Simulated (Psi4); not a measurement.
Reaction (SMILES): [O+]#[Si-] (O-Si) + 3 [H][H] (H2) → O (H2O) + [SiH4] (SiH4)
B3LYP-D3(BJ)/def2-TZVP geometries, fixed; electronic energies without zero-point terms.
Largest species:
```xyz
5

Si     0.0000     0.0000     0.0000
H      0.8756     0.8547     0.8331
H     -0.8222    -0.8655     0.8753
H     -0.8862     0.8545    -0.8220
H      0.8328    -0.8437    -0.8864
```
Charge 0, spin multiplicity 1.

Basis-set convergence of the energy of full hydrogenation at PBE with Psi4. Cartesian d functions, on some or all atoms, in 6-31G*, 6-31+G*; all else is spherical. Density fitting with the program's default auxiliary sets. Psi4's default fitting sets serve the pcseg sets less well. No added dispersion term, no relativity. Functions are those of the species that has most. Reference: the value in aug-cc-pV(Q+d)Z, -38.00 kcal/mol, itself unsure by roughly 0.96 kcal/mol (its mean distance from def2-QZVPPD, def2-QZVPP, cc-pV(Q+d)Z). Deviations are taken from unrounded values.

```csv
basis,functions,energy of full hydrogenation (kcal/mol)
6-31G*,34,-29.57
6-31+G*,42,-35.15
def2-SVP,38,-40.59
def2-SVPD,56,-49.90
pcseg-1,38,-38.12
aug-pcseg-1,63,-44.07
cc-pV(D+d)Z,43,-37.88
aug-cc-pV(D+d)Z,68,-46.47
6-311G**,50,-36.27
6-311+G**,54,-40.23
def2-TZVP,68,-35.00
def2-TZVPD,83,-36.93
pcseg-2,90,-37.86
aug-pcseg-2,142,-38.11
cc-pV(T+d)Z,95,-34.86
aug-cc-pV(T+d)Z,147,-37.77
def2-TZVPP,98,-37.08
def2-TZVPPD,116,-38.33
cc-pV(Q+d)Z,184,-36.37
aug-cc-pV(Q+d)Z,273,-38.00
def2-QZVPP,190,-37.11
def2-QZVPPD,208,-37.63
pcseg-3,196,-37.41
aug-pcseg-3,285,-37.42
```

What the diffuse functions change, pair by pair:
- 6-31G* to 6-31+G*: 8 more functions, deviation 8.42 to 2.85 kcal/mol
- def2-SVP to def2-SVPD: 18 more functions, deviation -2.59 to -11.90 kcal/mol
- pcseg-1 to aug-pcseg-1: 25 more functions, deviation -0.12 to -6.07 kcal/mol
- cc-pV(D+d)Z to aug-cc-pV(D+d)Z: 25 more functions, deviation 0.11 to -8.47 kcal/mol
- 6-311G** to 6-311+G**: 4 more functions, deviation 1.73 to -2.23 kcal/mol
- def2-TZVP to def2-TZVPD: 15 more functions, deviation 3.00 to 1.07 kcal/mol
- pcseg-2 to aug-pcseg-2: 52 more functions, deviation 0.14 to -0.11 kcal/mol
- cc-pV(T+d)Z to aug-cc-pV(T+d)Z: 52 more functions, deviation 3.14 to 0.23 kcal/mol
- def2-TZVPP to def2-TZVPPD: 18 more functions, deviation 0.92 to -0.33 kcal/mol
- cc-pV(Q+d)Z to aug-cc-pV(Q+d)Z: 89 more functions, deviation 1.63 to 0.00 kcal/mol
- def2-QZVPP to def2-QZVPPD: 18 more functions, deviation 0.88 to 0.37 kcal/mol
- pcseg-3 to aug-pcseg-3: 89 more functions, deviation 0.59 to 0.57 kcal/mol

Leaving out the reference's own pair, they bring the value nearer the reference by more than 0.96 kcal/mol in 3 of 11 pairs.
